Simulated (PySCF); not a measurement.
An unknown is described by computed data only.

Formula: C3H3Cl.

* NMR, other nuclei: isotropic shieldings of nuclei other than C and H, by class: 771 (1 Cl) ppm [GIAO B97-2/pcSseg-2]
* 1H NMR: chemical shifts (computed TMS as zero) by class: 6.31 (1 H), 5.42 (2 H) ppm [GIAO B97-2/pcSseg-2]
* UV, strongest line: among the 10 lowest singlet transitions: S7 at 7.40 eV (168 nm, f = 0.981) [TDDFT PBE0/def2-SVPD]
* Polarisability: 54.7 au [PBE0/def2-SVPD]
* Dipole: 1.78 D [PBE0/def2-SVPD]
* 13C NMR: chemical shifts (computed TMS as zero) by class: 224.7 (1 C), 101.7 (1 C), 88.8 (1 C) ppm [GIAO B97-2/pcSseg-2]
* Rotational structure: rotational constants A, B, C: 32.688, 2.828, 2.651 GHz [PBE0-D3(BJ)/def2-SVP]
* Valence photoelectron: vertical ionisation energy: 9.60 eV [ΔSCF PBE0/def2-SVPD]

Electronic properties: PySCF, gas phase, density fitting. Levels stand in brackets. Isolated species at its PBE0-D3(BJ)/def2-SVP geometry, gas phase. NMR classes are plain means over equivalent atoms (diastereotopic ones count apart unless rotation or inversion swaps them), as if these changed places fast.

Question: Give a SMILES that accounts for the data.

Answer: Numbering: `[CH2:1]=[C:2]=[CH:3][Cl:4]`. Its formula, C3H3Cl, gives 2 degrees of unsaturation: 0 rings and 2 π bonds in the structure found. 3 carbons fall into 3 classes; from least to most shielded: central carbon of cumulated double bonds [C2] (224.7 ppm), outer carbon of cumulated double bonds [C3] (101.7 ppm), outer carbon of cumulated double bonds [C1] (88.8 ppm). Hydrogen classes from least to most shielded: 1 H on an outer carbon of cumulated double bonds, C3 (6.31 ppm), 2 H on an outer carbon of cumulated double bonds, C1 (5.42 ppm). The other shieldings belong to: 771 ppm, vinyl chlorine [Cl4]. The first electron is taken from the HOMO, whose largest Löwdin shares are 0.33 on the vinyl chlorine, 0.28 on an outer carbon of cumulated double bonds, 0.27 on the central carbon of cumulated double bonds and 0.07 on an outer carbon of cumulated double bonds. The optimised geometry has point group Cs and is an asymmetric top. Structure: `C=C=CCl`. Computed isomers that give other values at the same levels: `ClC1C=C1` (rotational constant A: 21.379 GHz; this holds for the one conformer computed); `C#CCCl` (rotational constant A: 24.707 GHz; this holds for the one conformer computed). The assignments are read from this structure; whether some other isomer fits the data as well wasn't checked.
